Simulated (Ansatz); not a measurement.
# C3H5 radical: how energies converge with the basis set

How large a basis does C3H5 radical need? Two functionals are run in growing sets.

Computed with Ansatz 0.2.0, Gaussian basis. Level: one geometry, several basis sets.

Levels to be run: PBE0-D4/def2-SVP; ωB97M-V/def2-SVP; PBE0-D4/def2-QZVPP; ωB97M-V/def2-QZVPP; the functionals' def2-TZVPP values are taken from earlier runs.

## Step 1: The geometry

All runs share one geometry, relaxed beforehand with PBE0-D4 in a triple-zeta def2 set.

8 atoms, charge 0, spin multiplicity 2.

Atoms are counted from 1 here; the program's logs count them from 0.

Bond lengths: C1–C2 1.459 Å, C1–C3 1.459 Å, C1–H4 1.079 Å, C2–C3 1.523 Å, C2–H5 1.087 Å, C2–H6 1.087 Å, C3–H7 1.087 Å, C3–H8 1.087 Å. Angles: C2–C1–C3 62.9°, C2–C1–H4 132.7°, C3–C1–H4 132.7°, C1–C2–C3 58.5°, C1–C2–H5 119.2°, C1–C2–H6 118.9°, C3–C2–H5 119.0°, C3–C2–H6 116.7°, H5–C2–H6 113.8°, C1–C3–C2 58.5°, C1–C3–H7 118.9°, C1–C3–H8 119.2°, C2–C3–H7 116.7°, C2–C3–H8 119.0°, H7–C3–H8 113.8°.

## Step 2: PBE0-D4 in def2-SVP

Input file in.yaml:

```yaml
crystal:
  periodic: [false, false, false]
  atoms:
    - {symbol: C, position_ang: [-0.922350, -0.237270, -0.208902]}
    - {symbol: C, position_ang: [0.037439, 0.758934, 0.254354]}
    - {symbol: C, position_ang: [0.443585, -0.691156, 0.028681]}
    - {symbol: H, position_ang: [-1.570516, -0.284719, -1.070573]}
    - {symbol: H, position_ang: [0.388644, 1.518561, -0.439036]}
    - {symbol: H, position_ang: [-0.013710, 1.097516, 1.285585]}
    - {symbol: H, position_ang: [0.653196, -1.283791, 0.914989]}
    - {symbol: H, position_ang: [1.075911, -0.935173, -0.820897]}
basis:
  gaussian: {orbitals: def2-SVP}
magnetization: {spin_polarized: true, initial_magnetization: 1}
hamiltonian: {xc: pbe0, dispersion: d4}
output: {orbitals: {seedname: orbitals}}
```

After this run come: ωB97M-V in def2-SVP; PBE0-D4 in def2-QZVPP; ωB97M-V in def2-QZVPP.

Before running them: what should the planned runs give, taken together? Wanted: PBE0-D4: double and triple zeta above quadruple; ωB97M-V: double and triple zeta above quadruple.

**Answer**, as computed:

| quantity | value |
| --- | --- |
| PBE0-D4: double and triple zeta above quadruple | 3.62, 0.18 eV |
| ωB97M-V: double and triple zeta above quadruple | 3.82, 0.17 eV |

What this shows: PBE0-D4 gains 3.44 eV from double to triple zeta, then 0.18 eV more. These are total energies; as a rule much of such shifts cancels in differences, which this series doesn't test.
